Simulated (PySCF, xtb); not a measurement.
# BFH3Si: which of two structures lies lower

Structure X: a doublet given by its coordinates. Structure Y: `FB[SiH2]`, a doublet. Both are isolated molecules in the gas phase, relaxed with B3LYP/6-31G*; the shapes shown needn't be the lowest conformers.

X (Å):

| atom | x (Å) | y (Å) | z (Å) |
| --- | --- | --- | --- |
| B | -0.1287 | 0.0090 | -0.8310 |
| F | -0.8357 | 1.1212 | 1.8656 |
| Si | 0.0213 | -0.0620 | 1.1681 |
| H | 0.6435 | 0.9042 | -0.3752 |
| H | -1.1974 | 0.4303 | -1.1634 |
| H | 0.4735 | -0.8611 | -1.3797 |

Close contacts (Å): B1–Si3 2.01, F2–Si3 1.62, B1–H4 1.27, B1–H5 1.20, B1–H6 1.19, Si3–H4 1.92.

Y (Å):

```yaml
atoms:
  - { symbol: B, position_ang: [-1.2754, 1.6321, -0.5200] }
  - { symbol: F, position_ang: [-1.5972, 2.9226, -0.4332] }
  - { symbol: Si, position_ang: [-0.4131, 0.9231, -2.1494] }
  - { symbol: H, position_ang: [-1.5221, 0.9190, 0.4107] }
  - { symbol: H, position_ang: [-0.0445, -0.5078, -2.2754] }
  - { symbol: H, position_ang: [-0.0665, 1.7225, -3.3508] }
```

Estimate E(Y) − E(X) at the level CCSD(T)/def2-SVP + ΔMP2/def2-TZVPP.

Calculated at CCSD(T)/def2-SVP + ΔMP2/def2-TZVPP: E(Y) − E(X) = −23.7 kJ/mol, so structure Y lies lower.

How the difference moves with the method:

| level | geometry | E(Y) − E(X) (kJ/mol) | departure from the last row (kJ/mol) | job, with rough time for the two |
| --- | --- | --- | --- | --- |
| GFN2-xTB | GFN2-xTB | −4.6 | +19.1 | optimisation, 0.21 s |
| HF/STO-3G | GFN2-xTB | −115.3 | −91.5 | single point, 1.7 s |
| r2SCAN-D4/def2-SVP | GFN2-xTB | −64.6 | −40.9 | single point, 78 s |
| B3LYP/6-31G* | B3LYP/6-31G* | −33.5 | −9.8 | optimisation, 83 s |
| HF/def2-SVP | B3LYP/6-31G* | −83.0 | −59.3 | part of the CCSD(T) run |
| MP2/def2-SVP | B3LYP/6-31G* | −57.9 | −34.2 | part of the CCSD(T) run |
| CCSD(T)/def2-SVP | B3LYP/6-31G* | −51.9 | −28.2 | single point |
| CCSD(T)/def2-SVP + ΔMP2/def2-TZVPP | B3LYP/6-31G* | −23.7 |  | single point, 58 s |

The levels shown agree on the order. The largest departure from CCSD(T)/def2-SVP + ΔMP2/def2-TZVPP is that of HF/STO-3G, 91.5 kJ/mol. No reliable frequencies are at hand for X, so it isn't confirmed as a minimum. The last row adds to CCSD(T) the change of the MP2 difference between the two basis sets, here +28.2 kJ/mol, a large step that makes the value less sure.

Open shells are spin-unrestricted. The correlated steps freeze 7 core orbitals. Programs: PySCF 2.14.0, xtb 6.7.1 (Pople sets with spherical d functions); the last row on 2 threads of AMD EPYC 7B13 (Zen 3) on a shared host.
